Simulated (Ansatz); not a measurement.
**[BPH5]− (SMILES [BH3-]P): methods side by side**

The species is [BPH5]− (7 atoms), meant as a singlet with charge -1. As SMILES, `[BH3-]P`. Geometry: relaxed at GFN2-xTB.

Each level gives the vertical energy of the triplet above the singlet (eV). The values are calculated.

```tsv
level	kind	program	value (eV)	less FCI/STO-3G	CPU time (all runs)
PBE/STO-3G	GGA	Ansatz	8.91	-0.53	2.7 s
revPBE/STO-3G	GGA	Ansatz	8.88	-0.56	2.9 s
r2SCAN/STO-3G	meta-GGA	Ansatz	8.99	-0.45	6.6 s
r2SCAN0/STO-3G	hybrid meta-GGA	Ansatz	9.07	-0.37	7 s
CAM-B3LYP/STO-3G	range-separated hybrid	Ansatz	9.10	-0.34	3.4 s
B2PLYP/STO-3G	double hybrid	Ansatz	9.21	-0.23	3.5 s
RPA@PBE/STO-3G	RPA	Ansatz	9.38	-0.06	3.7 s
CCSD(T)/STO-3G	coupled cluster or CI	Ansatz	9.45	+0.01	0.34 s
FCI/STO-3G	exact in the basis	Ansatz	9.44	0.00	24 s
```

FCI/STO-3G is exact within its basis and frozen core, so for wave-function methods in that basis the difference is their error; functionals converge differently with the basis, so for them it is only a difference. Sets without diffuse functions describe the anion poorly. The values span 8.88 to 9.45 eV. All rows use very small basis sets, so none should be taken for the real molecule's value. Times are those of the runs behind each value, whatever else they computed, on shared processors of several kinds: orders of magnitude only.
